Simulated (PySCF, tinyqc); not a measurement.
Inside a calculation. Method: RHF in the sto-3g basis, for H2O, spin multiplicity 1. The lowest restricted solution is unstable here: a spin-polarised one lies 0.0046 hartree lower (PySCF). One step of it, computed by the program tinyqc.

Problem. Iteration 2: diagonalisation and new density. Diagonalise F' = X^T F X, C = X C', fill 5 alpha and 5 beta electrons from the bottom; D = 2 C_occ C_occ^T. Each column has its largest component positive (the first on a tie).

Fock matrix F (hartree), order 1O 1s, 1O 2s, 1O 2px, 1O 2py, 1O 2pz, 2H 1s, 3H 1s:
$$\begin{pmatrix}
-19.921236 & -5.093520 & 0.000000 & 0.000000 & -0.020332 & -0.516966 & -0.516966 \\
-5.093520 & -2.205781 & 0.000000 & 0.000000 & -0.051216 & -0.530785 & -0.530785 \\
0.000000 & 0.000000 & -0.193324 & 0.000000 & 0.000000 & 0.000000 & 0.000000 \\
0.000000 & 0.000000 & 0.000000 & -0.055454 & 0.000000 & -0.287773 & 0.287773 \\
-0.020332 & -0.051216 & 0.000000 & 0.000000 & -0.079371 & -0.247754 & -0.247754 \\
-0.516966 & -0.530785 & 0.000000 & -0.287773 & -0.247754 & -0.238332 & -0.120318 \\
-0.516966 & -0.530785 & 0.000000 & 0.287773 & -0.247754 & -0.120318 & -0.238332
\end{pmatrix}$$

X, order 1O 1s, 1O 2s, 1O 2px, 1O 2py, 1O 2pz, 2H 1s, 3H 1s:
$$\begin{pmatrix}
-0.429360 & 0.000000 & 0.680800 & 0.000000 & -0.597813 & 0.000000 & 0.241928 \\
0.919138 & 0.000000 & -0.265330 & 0.000000 & -0.297458 & 0.000000 & 0.489006 \\
0.000000 & 0.000000 & 0.000000 & 1.000000 & 0.000000 & 0.000000 & 0.000000 \\
0.000000 & 0.800374 & 0.000000 & 0.000000 & 0.000000 & 0.683622 & 0.000000 \\
0.391024 & 0.000000 & 0.688071 & 0.000000 & 0.616914 & 0.000000 & 0.218134 \\
-0.557680 & -0.670639 & -0.239502 & 0.000000 & 0.201280 & 0.407934 & 0.386320 \\
-0.557680 & 0.670639 & -0.239502 & 0.000000 & 0.201280 & -0.407934 & 0.386320
\end{pmatrix}$$

Give: F' = X^T F X; orbital energies; coefficients C; D after iteration 2.

Solution.

F' = X^T F X (hartree):
$$\begin{pmatrix}
-0.9717 & 0.0000 & 3.0493 & 0.0000 & -2.8100 & 0.0000 & 1.3514 \\
0.0000 & 0.4762 & 0.0000 & 0.0000 & 0.0000 & 0.1102 & 0.0000 \\
3.0493 & 0.0000 & -7.2619 & 0.0000 & 7.8728 & 0.0000 & -4.4146 \\
0.0000 & 0.0000 & 0.0000 & -0.1933 & 0.0000 & 0.0000 & 0.0000 \\
-2.8100 & 0.0000 & 7.8728 & 0.0000 & -8.8987 & 0.0000 & 5.0447 \\
0.0000 & 0.1102 & 0.0000 & 0.0000 & 0.0000 & -0.3862 & 0.0000 \\
1.3514 & 0.0000 & -4.4146 & 0.0000 & 5.0447 & 0.0000 & -3.7004
\end{pmatrix}$$

orbital energies (hartree): MO1 -19.9296, MO2 -1.0067, MO3 -0.4001, MO4 -0.2851, MO5 -0.1933, MO6 0.3888, MO7 0.4900

coefficients C, order 1O 1s, 1O 2s, 1O 2px, 1O 2py, 1O 2pz, 2H 1s, 3H 1s:
$$\begin{pmatrix}
0.9945 & -0.2414 & 0.0000 & 0.0954 & 0.0000 & -0.0857 & 0.0000 \\
0.0230 & 0.9083 & 0.0000 & -0.4569 & 0.0000 & 0.4565 & 0.0000 \\
0.0000 & 0.0000 & 0.0000 & 0.0000 & 1.0000 & 0.0000 & 0.0000 \\
0.0000 & 0.0000 & 0.5784 & 0.0000 & 0.0000 & 0.0000 & 0.8794 \\
0.0020 & 0.0754 & 0.0000 & 0.6886 & 0.0000 & 0.7581 & 0.0000 \\
-0.0033 & 0.1565 & 0.4884 & 0.4015 & 0.0000 & -0.6103 & -0.6145 \\
-0.0033 & 0.1565 & -0.4884 & 0.4015 & 0.0000 & -0.6103 & 0.6145
\end{pmatrix}$$

D after iteration 2, order 1O 1s, 1O 2s, 1O 2px, 1O 2py, 1O 2pz, 2H 1s, 3H 1s:
$$\begin{pmatrix}
2.1128 & -0.4800 & 0.0000 & 0.0000 & 0.0990 & -0.0056 & -0.0056 \\
-0.4800 & 2.0688 & 0.0000 & 0.0000 & -0.4922 & -0.0827 & -0.0827 \\
0.0000 & 0.0000 & 2.0000 & 0.0000 & 0.0000 & 0.0000 & 0.0000 \\
0.0000 & 0.0000 & 0.0000 & 0.6692 & 0.0000 & 0.5650 & -0.5650 \\
0.0990 & -0.4922 & 0.0000 & 0.0000 & 0.9597 & 0.5765 & 0.5765 \\
-0.0056 & -0.0827 & 0.0000 & 0.5650 & 0.5765 & 0.8484 & -0.1058 \\
-0.0056 & -0.0827 & 0.0000 & -0.5650 & 0.5765 & -0.1058 & 0.8484
\end{pmatrix}$$
